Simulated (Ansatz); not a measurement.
Cartesian coordinates (Å):
SMILES: CO
```xyz
6

C     -0.3621    -0.0164     0.0051
O      0.9605    -0.3631    -0.3800
H     -0.5358    -0.1707     1.0762
H     -1.0334    -0.6717    -0.5484
H     -0.6086     1.0213    -0.2468
H      1.5793     0.2007     0.0940
```
Charge 0, spin multiplicity 1.

Computed with frozen-core CCSD(T)/cc-pVTZ // B3LYP-D3(BJ)/def2-TZVP (Ansatz, a first-principles code).

| Property | Result |
|---|---|
| HF energy | -115.08908 Ha |
| MP2 correlation energy | -0.42829 Ha |

Question: Estimate the CCSD correlation energy, the (T) correction, the total energy and the T1 diagnostic.

Answer: 
```yaml
CCSD correlation energy: -0.44686 Ha
"(T) correction": -0.01479 Ha
CCSD(T) total energy: -115.55072 Ha
T1 diagnostic: 0.008
```
